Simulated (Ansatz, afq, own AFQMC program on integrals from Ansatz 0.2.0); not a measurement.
Integrals from Ansatz 0.2.0, then the random walk in our own AFQMC program (afq).

```yaml
crystal:
  periodic: [false, false, false]
  atoms:
    - {symbol: Si, position_ang: [0.000000, -0.123932, 0.498034]}
    - {symbol: O, position_ang: [0.000000, 0.085326, -1.010497]}
    - {symbol: H, position_ang: [0.000000, 2.098871, 2.162629]}
basis:
  gaussian: {orbitals: cc-pVDZ}
magnetization: {spin_polarized: true, initial_magnetization: 1}
correlation: {method: ccsd_t, electrons: outside_noble_gas, hamiltonian_folder: ham}
```

```sh
$ ansatz run in.yaml --threads 1 --pin off --events-out ev --progress --plain --max-ram 1382MiB
```

afq runs on the folder ham with

```
--method phaseless --trial cisd --walkers 60 --populations 1 --least-time 40 --time-step 0.005 --steps-per-block 50 --equilibration-blocks 40 --max-blocks 300 --target-error 0.0008 --factor-cut 1e-05 --start spin_pure --seed 5525 --release-times 0.24,0.51,0.99,1.62,2.4 --release-step 0.03 --release-every 4 --taylor-order 6
```

Times are imaginary, in 1/Eh. The walk had a cap of 774 s.

```
orbitals 31  electrons 6 5  factors 212 of 358
reference energy -364.28640291 Eh
CCSD correlation -0.28066769 Eh in 15 cycles, weight of the determinant in the CISD state 0.8688
energy of the start -364.566430 Eh
 block  time / (1/Eh)  mean weight  energy / Eh
     1     0.250  0.9994  -364.563103
     2     0.500  1.0014  -364.564947
     3     0.750  1.0001  -364.568813
     4     1.000  1.0009  -364.575422
     5     1.250  1.0033  -364.586373
     8     2.000  1.0017  -364.592217
    17     4.250  0.9989  -364.587467
    33     8.250  0.9992  -364.617608
    41    10.250  0.9974  -364.578874
    65    16.250  1.0006  -364.569361
    89    22.250  1.0009  -364.567874
   113    28.250  0.9988  -364.568803
   129    32.250  1.0036  -364.564801
   137    34.250  0.9989  -364.572727
   161    40.250  0.9981  -364.586679
   185    46.250  0.9981  -364.576996
   209    52.250  0.9996  -364.587021
   233    58.250  1.0007  -364.575955
   257    64.250  1.0024  -364.571625
   281    70.250  1.0024  -364.578550
   305    76.250  1.0015  -364.573138
   329    82.250  0.9990  -364.589008
   337    84.250  0.9998  -364.586101
blocks merged  error / Eh  count
     1  0.000592  300
     2  0.000685  150
     4  0.000835  75
     8  0.001001  37
    16  0.001103  18
    32  0.000910  9
released: time / (1/Eh)  energy / Eh  error  mean overlap
  0.24  -364.578994  0.001366  1.0060
  0.51  -364.578607  0.001141  1.0090
  0.99  -364.580037  0.000848  1.0049
  1.62  -364.579726  0.000786  1.0246
  2.40  -364.583167  0.001462  1.0143
energy -364.578585 +/- 0.001103 Eh
(rows thinned)
```

(1) Estimate how long the walk took on 1 thread of AMD EPYC 9R45 96-Core Processor (Zen 5) (shared host).

The run passed its tests (sampling time, drift between the halves within three errors, error under three times the target), which doesn't prove that it has relaxed.

Against this walk (error 30.0 meV) on the same determinant: CCSD(T) 11.6 meV lower (within the noise), CCSDT(Q) 78.5 meV lower. The error is statistical and leaves out the bias of the constraint. None of these is a sure reference here. The released energies move by 1.5 errors or more from one time to the next (meV from the phaseless value at times in 1/Eh: -11 ± 37 at 0.24, -1 ± 31 at 0.51, -40 ± 23 at 0.99, -31 ± 21 at 1.62, -125 ± 40 at 2.40), so they give no level.

Cautions: constraint bias not in the error; error above the target (30.0 against 21.8 meV).

Results:

(1) 2.7 min of wall time.

CCSDT and higher add their correlation energy to the determinant of the CCSD(T) run, since their own runs factorise the integrals more tightly (a shift of under 2 meV). A walk keeps the symmetry of its determinant, which the program's search chose and which needn't be the lowest solution, so a lower state of the same spin and another symmetry isn't excluded.
